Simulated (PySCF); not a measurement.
# Which proton of isobutyronitrile is most acidic?

Parent: isobutyronitrile, `CC(C)C#N` (C4H7N). Optimised structure (Å), atoms numbered from 1:
```
C     1.0266   -0.8536    0.2545
C     0.1421    0.2321   -0.3629
C    -1.3501   -0.0410   -0.1615
C     0.5002    1.5502    0.1684
N     0.7794    2.5864    0.6028
H     0.8603   -0.9227    1.3399
H     0.7843   -1.8289   -0.1929
H     2.0931   -0.6498    0.0837
H     0.3476    0.2783   -1.4470
H    -1.9690    0.7415   -0.6228
H    -1.6159   -1.0063   -0.6172
H    -1.5978   -0.0870    0.9096
```

Level of theory: ωB97X-D3(BJ)/ma-def2-TZVP single points in PySCF, grid level 2; every species was optimised with PBE0-D3(BJ)/ma-def2-SVP. The prefix ma- adds one diffuse s and one diffuse p function on all atoms but H. ωB97X-D3(BJ) is ωB97X-V with D3(BJ) in place of VV10. Thermal corrections: PBE0-D3(BJ)/ma-def2-SVP frequencies, unscaled, ideal gas at 298.15 K and 1 bar, quasi-RRHO entropy.

```jsonl
{"site": "C2 (carbon α to the nitrile)", "product": "C[C-](C)C#N", "ΔH(acid) / kJ/mol": "1588", "ΔG(acid) / kJ/mol": "1553", "gas share": "> 99.9 %", "above best in cyclohexane / kJ/mol": "0.0"}
{"site": "C1 (methyl carbon)", "product": "[CH2-]C(C)C#N", "ΔH(acid) / kJ/mol": "1675", "ΔG(acid) / kJ/mol": "1643", "gas share": "< 0.1 %", "above best in cyclohexane / kJ/mol": "89.6"}
```

ΔH and ΔG refer to AH → A⁻ + H⁺ in the gas phase. Shares are Boltzmann weights among the listed products; an error of 10 kJ/mol changes a ratio about 56-fold. Sites whose products fell apart, merged with another or lost in a GFN2-xTB screen aren't listed. Values in solvent are IEF-PCM free energies relative to the most favourable product.

Among these, C2 (carbon α to the nitrile) wins by 90 kJ/mol in gas-phase free energy over C1.

In cyclohexane the product from C2 is solvated 109 kJ/mol more strongly than the parent (electrostatics only).

Vertical detachment energies of the anions: `C[C-](C)C#N` 1.18 eV, `[CH2-]C(C)C#N` 1.19 eV.

Measured values (NIST Chemistry WebBook, evaluated or the median of agreeing entries): deprotonation enthalpy (ΔH) 1569 kJ/mol (computed 1588, difference 19); gas-phase acidity (ΔG) 1539 kJ/mol (computed 1553, difference 14). These are compared with the most favourable site that keeps the skeleton.
